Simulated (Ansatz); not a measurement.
**Question.** Name a neutral molecule of C, F and H with HOMO energy (PBE/def2-TZVPP) between -6.15 and -5.85 eV and LUMO energy (B3LYP/def2-TZVPP) between -2.00 and -1.70 eV (Ansatz, PBE0-D4/def2-TZVP geometry).

**Answer.** `C=C=C=CF` (-5.98 eV, -1.79 eV). Other molecules can fit too; these were computed, each in one conformer that needn't be the lowest.

B3LYP here is the variant with VWN-RPA as its local correlation; programs differ in this.
